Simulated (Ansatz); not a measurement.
`C=NO`, relaxed with RKS PBE0-D4/def2-TZVP in Ansatz from a PBE-D4/def2-SVP geometry. The force threshold is 0.005 eV/Å; the program also tests the step.

The species carries charge 0 and has multiplicity 1.

Start:

```xyz
6

C    -0.733   -0.430    0.247
N     0.392    0.151    0.464
O     0.974    0.621   -0.702
H    -1.256   -0.833    1.129
H    -1.176   -0.534   -0.764
H     1.800    1.025   -0.375
```

(1) How much energy does the relaxation release, and in how many steps? (An estimate is asked.)

(2) Which bonds change most? (Best estimate.)

(3) Give the relaxed structure. (Best estimate.)

Results:

(1) Computed: 3.45 kJ/mol, in 6 steps, 1 of them rejected.

(2) Ansatz gave: C1–N2 from 1.284 to 1.263 Å; C1–H5 from 1.109 to 1.089 Å; C1–H4 from 1.102 to 1.083 Å; O3–H6 from 0.976 to 0.961 Å.

(3) Ansatz gave: 
```xyz
6

C    -0.725   -0.426    0.247
N     0.381    0.143    0.468
O     0.960    0.613   -0.692
H    -1.245   -0.823    1.110
H    -1.149   -0.521   -0.751
H     1.777    1.014   -0.382
```
